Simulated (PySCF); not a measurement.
## C5H7O: g tensor and hyperfine couplings

C5H7O (doublet state).
Geometry (GFN2-xTB, Å), atoms numbered from 1 in this order:
```xyz
13
C5H7O angstrom
C      2.544   -0.456    0.100
O      1.241   -0.712   -0.192
C      0.378    0.404   -0.216
C     -1.021   -0.071   -0.552
C     -2.220    0.613    0.032
C     -1.939   -0.550    0.536
H      3.137   -1.340    0.221
H      2.805    0.462    0.597
H      0.731    1.125   -0.971
H      0.384    0.907    0.764
H     -1.084   -0.525   -1.537
H     -2.822    1.486   -0.013
H     -2.138   -1.342    1.214
```

The hyperfine couplings belong to this conformer and change with its torsions.

As a line formula: `[CH2]OCC1C=C1` [radical].

The calculation used UKS B3LYP, pcH-1 on C H O, non-relativistic, mean-field spin-orbit, GIAO in PySCF. One conformer (not necessarily the lowest) at the GFN2-xTB geometry, without solvent, vibrations or thermal averaging. Couplings are sensitive to structure, and on GFN2-xTB geometries they can be far from those on DFT ones. Stability of the SCF solution: not tested.

| Item | Value |
| --- | --- |
| g1, g2, g3 | 2.00212, 2.00345, 2.00440 |
| g_iso | 2.00332 |
| Form of g | rhombic: the two nearest values differ by 42 % of g3 − g1 |
| ⟨S²⟩ | 0.7532 (exact 0.7500) |
| α and β electrons | 23, 22 |

Isotropic coupling and dipolar principal values T1 to T3, in MHz:

| atom | isotope | a_iso | T1 | T2 | T3 | Mulliken spin population |
| --- | --- | --- | --- | --- | --- | --- |
| C1 | 13C | 136.2 | -73.6 | -72.3 | 145.9 | 0.92 |
| O2 | 17O | -24.4 | -73.3 | 35.2 | 38.0 | 0.14 |
| C3 | 13C | -4.5 | -1.7 | -1.0 | 2.7 | -0.02 |
| C4 | 13C | -1.5 | -0.6 | -0.4 | 0.9 | 0.00 |
| C5 | 13C | -0.5 | -0.2 | -0.1 | 0.3 | 0.00 |
| C6 | 13C | 0.1 | -0.3 | -0.1 | 0.5 | 0.00 |
| H7 | 1H | -44.3 | -34.5 | -1.3 | 35.8 | -0.04 |
| H8 | 1H | -39.2 | -34.8 | -0.4 | 35.2 | -0.03 |
| H9 | 1H | 13.9 | -4.4 | -3.6 | 8.0 | 0.02 |
| H10 | 1H | 12.7 | -3.7 | -3.4 | 7.1 | 0.01 |
| H11 | 1H | 0.2 | -1.7 | -1.6 | 3.2 | 0.00 |
| H12 | 1H | 0.0 | -0.5 | -0.4 | 0.9 | 0.00 |
| H13 | 1H | -0.2 | -0.8 | -0.7 | 1.5 | 0.00 |

The Mulliken spin populations are largest on C1 (+0.92) and O2 (+0.14). C1 is the only atom above +0.15. The angles at C1 add up to 354.2°, so it is nearly planar; its axial dipolar tensor and the negative couplings of its protons fit spin in a p orbital normal to that plane.

Axes: g3 points within 4° of the O2–C3 bond.

Under fast tumbling the dipolar parts average out, and these isotropic splittings remain: 1 × 1H (H7, I = 1/2, 2 lines) with 1.58 mT, 1 × 1H (H8, I = 1/2, 2 lines) with 1.40 mT and 2 × 1H (H9/H10, I = 1/2, 3 lines) with 0.47 mT.

Means are taken over nuclei equivalent by connectivity, which assumes that they swap fast. H7 and H8 aren't averaged: C1 is flat or nearly so (angle sum 354°), and its turn about the short C1–O2 bond (1.36 Å) is taken as slow.

The 17O coupling of O2 (-24.4 MHz) shows only in satellite lines or after enrichment, since that isotope makes up about 0.038 % of natural oxygen.

The 13C coupling of C1 (136.2 MHz) shows only in satellite lines or after enrichment, since that isotope makes up about 1.07 % of natural carbon.

Examples of negative spin density at the nucleus (bohr⁻³): H7 (-0.0099), H8 (-0.0088) and C3 (-0.0040).
